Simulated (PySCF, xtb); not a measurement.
C4H6, SMILES C=CC=C (connectivity only; charge and spin as stated), charge +1, multiplicity 2.

The structure is a stationary point at PBE0-D3(BJ)/def2-SVP. The multiplicity is an assumed one; other spin states were not compared. The values are those of a single conformer.

The numbers are results of PySCF 2.14.0 with C-PCM-B3LYP/def2-SVP, not measurements.

The values are the electrostatic part of the solvation free energy, E(continuum) − E(gas) at the gas-phase geometry, in a cavity of scaled van der Waals radii (PySCF's table); cavitation and dispersion terms are not included.

```json
[
 {"solvent": "water", "ε": "78.36", "ΔG(elec) (kcal/mol)": "-58.2"},
 {"solvent": "chloroform", "ε": "4.71", "ΔG(elec) (kcal/mol)": "-46.4"},
 {"solvent": "tetrahydrofuran", "ε": "7.43", "ΔG(elec) (kcal/mol)": "-51.0"}
]
```

For comparison, GFN2-xTB/ALPB(water) (xtb, at the GFN2-xTB geometry, all terms of that model) gives -58.1 kcal/mol.
